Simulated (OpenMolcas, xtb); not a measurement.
A ladder of methods for CH7AlSi (SMILES [CH3][AlH][SiH3])

The species is CH7AlSi (10 atoms), meant as a singlet with charge 0. As SMILES, `[CH3][AlH][SiH3]`. The shape is that of a PBE0-D4/def2-TZVP optimisation.

```xyz
10

C    -1.4284    0.9672   -0.7924
Al    0.4091    0.3095   -0.7209
Si    1.1617   -1.1073    1.1454
H    -1.9092    0.6593   -1.7275
H    -2.0506    0.6241    0.0366
H    -1.4380    2.0630   -0.7904
H     1.4169    0.7092   -1.8877
H     0.3349   -2.3476    1.2410
H     1.0002   -0.3950    2.4485
H     2.5866   -1.5336    1.0504
```

Quantity: the HOMO–LUMO gap, in eV. The values are calculated.

```
         level            kind     program  value (eV)   CPU time
      GFN0-xTB  semi-empirical         xtb        3.01  under 2 s
    HF/cc-pVDZ    Hartree–Fock  OpenMolcas       10.88      4.3 s
 SVWN5/cc-pVDZ             LDA  OpenMolcas        3.64       15 s
   PBE/cc-pVDZ             GGA  OpenMolcas        3.77       20 s
revPBE/cc-pVDZ             GGA  OpenMolcas        3.83       21 s
 M06-L/cc-pVDZ        meta-GGA  OpenMolcas        4.42       27 s
  TPSS/cc-pVDZ        meta-GGA  OpenMolcas        4.07       27 s
 B3LYP/cc-pVDZ   global hybrid  OpenMolcas        5.23       20 s
B2PLYP/cc-pVDZ   double hybrid  OpenMolcas        7.57       13 s
```

The values span 3.01 to 10.88 eV. Orbital gaps aren't excitation energies, and those of double hybrids come from the SCF part alone; they tend to grow with the share of exact exchange. CPU times are rough (shared hosts, several kinds of processor): they show what a rung costs within a factor of a few.
